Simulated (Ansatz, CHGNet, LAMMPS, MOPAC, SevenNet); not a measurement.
3C-SiC, TO phonon frequency at X

Reference value: 761 cm⁻¹ (measured, temperature not stated, no zero-point or thermal correction; as tabulated in Wang et al. (1996), arXiv:mtrl-th/9510002).

| level (code) | value (cm⁻¹) | cell (Å³/atom) |
|---|---|---|
| Tersoff SiC.tersoff (LAMMPS) | 887 | 10.09 |
| Tersoff SiC_1994.tersoff (LAMMPS) | 987 | 9.80 |
| PM7 semi-empirical Hartree-Fock (MOPAC) (MOPAC) | 740 | 11.25 |
| CHGNet-r²SCAN (CHGNet) | ___ | 10.32 |
| SevenNet-0 (SevenNet) | ___ | 10.49 |
| LDA (Ansatz) | 767 | 10.14 |
| PBE (Ansatz) | 741 | 10.50 |
| r²SCAN (Ansatz) | 764 | 10.33 |

Problem. Complete the blanks.

Solution. 
- CHGNet-r²SCAN (CHGNet), value (cm⁻¹): 303
- SevenNet-0 (SevenNet), value (cm⁻¹): 730

Differences against the reference: Tersoff SiC.tersoff +16.6 %, Tersoff SiC_1994.tersoff +30 %, PM7 semi-empirical Hartree-Fock (MOPAC) -2.8 %, CHGNet-r²SCAN -60 %, SevenNet-0 -4.1 %, LDA +0.8 %, PBE -2.6 %, r²SCAN +0.4 %.

Nearest, and too close to rank with a margin of 3.0 % (twice that across the reference) picked here for doubts on the reference and the settings, and for temperature and zero-point motion: r²SCAN (+0.4 %), LDA (+0.8 %), PBE (-2.6 %), PM7 semi-empirical Hartree-Fock (MOPAC) (-2.8 %), SevenNet-0 (-4.1 %). CHGNet-r²SCAN (-60 %) misses by most. Within 5 %: PM7 semi-empirical Hartree-Fock (MOPAC), SevenNet-0, LDA, PBE, r²SCAN.

The measured value isn't corrected to a static lattice, so vibrations enter the comparison.  PM7 semi-empirical Hartree-Fock (MOPAC): the method was fitted mainly to molecules. PM7 semi-empirical Hartree-Fock (MOPAC): the run uses a supercell at the zone centre in place of a k mesh. Each level is taken at its own relaxed cell. Cutoffs and k meshes differ between the levels. Ansatz's density-functional and Hartree–Fock values are scalar-relativistic unless marked +SOC, with PAW data made under PBE.

Empirical potentials (Tersoff SiC.tersoff, Tersoff SiC_1994.tersoff) are fitted to chosen data, which need not cover the solid at hand: agreement can be built in, and what lay outside the fit can be far off. Machine-learned potentials (CHGNet-r²SCAN, SevenNet-0) are trained on DFT data, which may include these solids.

Differences are worked out from the printed values.

Ansatz is a quantum-chemistry and plane-wave program.
